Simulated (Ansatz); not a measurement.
# O2 (triplet): trial inputs and their diagnosis at distance O1–O2 = 1.421 Å

4 inputs are run for O2 (triplet) as typed; the log has to tell whether the result can be used and what must change.

The runs use Ansatz 0.2.0, Gaussian basis; the settings change from run to run.

24 further runs of the same task are left out: 4 for a known fault of the program, 18 that didn't finish, 2 set aside as unsound or not needed.

### Step 1. The geometry

The geometry derives from a PBE0/def2-TZVP stationary point (not a proven minimum). One bond is set to the value named and the two fragments are kept rigid.

2 atoms, charge 0, spin multiplicity 3.

Atoms are counted from 1 here; the program's logs count them from 0.

Bond lengths: O1–O2 1.421 Å.

Coordinates:

```
O     0.00000    0.00000    0.00000
O     0.00000    0.00000    1.42100
```

### Step 2. Input 1

File in.yaml:

```yaml
crystal:
  periodic: [false, false, false]
  atoms:
    - {symbol: O, position_ang: [0.000000, 0.000000, 0.000000]}
    - {symbol: O, position_ang: [0.000000, 0.000000, 1.421000]}
basis:
  gaussian: {orbitals: 6-31G}
correlation: {method: fic_mrcisd_q, electrons: outside_noble_gas, active_space: {window: {electrons: 4, orbitals: 4}}}
magnetization: {spin_polarized: true, initial_magnetization: 2}
```

Run with:

```bash
$ ansatz run in.yaml --threads 1 --pin off --events-out ev --progress --plain --max-ram 2393MiB
```

The log of the run:

```text
Error: invalid value for `correlation.active_space`: it starts from restricted Hartree–Fock orbitals; set hamiltonian.xc: hf without magnetization.spin_polarized
```

Run time: 0.03 s. Hardware: 1 thread of Arm Neoverse V1, shared host.

What is wrong: The run was refused. An active space is asked on unrestricted orbitals. Cure: drop spin_polarized: true.

### Step 3. Input 2

File in.yaml:

```yaml
crystal:
  periodic: [false, false, false]
  atoms:
    - {symbol: O, position_ang: [0.000000, 0.000000, 0.000000]}
    - {symbol: O, position_ang: [0.000000, 0.000000, 1.421000]}
basis:
  gaussian: {orbitals: STO-3G}
correlation: {method: sc_nevpt2, electrons: all, active_space: {window: {electrons: 4, orbitals: 4}}}
magnetization: {spin_polarized: true, initial_magnetization: 2}
```

Launched as before.

The log of the run:

```text
Error: invalid value for `correlation.active_space`: it starts from restricted Hartree–Fock orbitals; set hamiltonian.xc: hf without magnetization.spin_polarized
```

Run time: 0.03 s. Hardware: 1 thread of Arm Neoverse V1, shared host.

Diagnosis: The run was refused. An active space is asked on unrestricted orbitals. Cure: drop spin_polarized: true.

### Step 4. Input 3

File in.yaml:

```yaml
crystal:
  periodic: [false, false, false]
  atoms:
    - {symbol: O, position_ang: [0.000000, 0.000000, 0.000000]}
    - {symbol: O, position_ang: [0.000000, 0.000000, 1.421000]}
basis:
  gaussian: {orbitals: 6-31G}
magnetization: {spin_polarized: false, initial_magnetization: 2}
correlation: {active_space: {ras: {orbitals: [5, 2, 9], electrons: 9, max_holes: 2, max_particles: 2}, fixed_orbitals: true}}
output: {forces: true}
```

Same command.

The log of the run:

```text
Functional definition: HF
  name "HF"
  cite "Fock, Z. Phys. 61, 126 (1930) doi:10.1007/BF01340294"
  parent pbe
  exchange = exact_x
  correlation = 0
153 factors; integrals over basis functions are off by at most 9.9e-5 eV
mean field evaluation 1: about -4066.9794 eV, gradient 1.0e1 eV
mean field evaluation 2: about -4066.9912 eV, gradient 1.0e1 eV
mean field evaluation 4: about -4067.3368 eV, gradient 4.4e-1 eV
mean field evaluation 8: about -4067.3380 eV, gradient 8.9e-4 eV
mean field evaluation 16: about -4067.7099 eV, gradient 2.3e0 eV
mean field evaluation 32: about -4067.4475 eV, gradient 4.1e-2 eV
mean field evaluation 64: about -4066.9756 eV, gradient 3.2e-3 eV
mean field -4068.43109499 eV, -149.5120850591 hartree, gradient 3.0e-6 eV, S^2 2.000000; 7 other end points of the search recorded, 0 dependent functions left out
reference -4068.43109499 eV, -149.5120850591 hartree; 9, 7 occupied and 9, 11 virtual orbitals, 153 factors
Error: 9 electrons in 16 orbitals form no window around the highest filled level of the reference
```

It took 0.15 s on 1 thread of Arm Neoverse V1, shared host.

Diagnosis: The run stopped with an error. The electron count of the restricted space is wrong. Cure: count the correlated electrons again.

### Step 5. Input 4

File in.yaml:

```yaml
crystal:
  periodic: [false, false, false]
  atoms:
    - {symbol: O, position_ang: [0.000000, 0.000000, 0.000000]}
    - {symbol: O, position_ang: [0.000000, 0.000000, 1.421000]}
basis:
  gaussian: {orbitals: 6-31G}
magnetization: {spin_polarized: true, initial_magnetization: 3}
correlation: {method: ccsdt_q, electrons: valence}
output: {forces: true}
```

Launched as before.

The log of the run:

```text
Error: a molecule whose nuclei and cores have a total charge of 16 cannot have a net charge of 0 together with 3 unpaired electrons
```

It took 0.03 s on 1 thread of Arm Neoverse V1, shared host.

**Diagnosis.** The run was refused. The number of unpaired electrons doesn't fit the electron count. Fix: make charge and initial_magnetization agree.

### Step 6. Summary

| input | level | ended | cause | time |
| --- | --- | --- | --- | --- |
| 1 | MRCISD+Q(4,4)/6-31G | refused | an active space is asked on unrestricted orbitals | 0.03 s |
| 2 | NEVPT2(4,4)/STO-3G | refused | an active space is asked on unrestricted orbitals | 0.03 s |
| 3 | CISD/6-31G | stopped by an error | the electron count of the restricted space is wrong | 0.15 s |
| 4 | CCSDT(Q) on UHF/6-31G | refused | the number of unpaired electrons doesn't fit the electron count | 0.03 s |

3 refused, 1 stopped by an error.
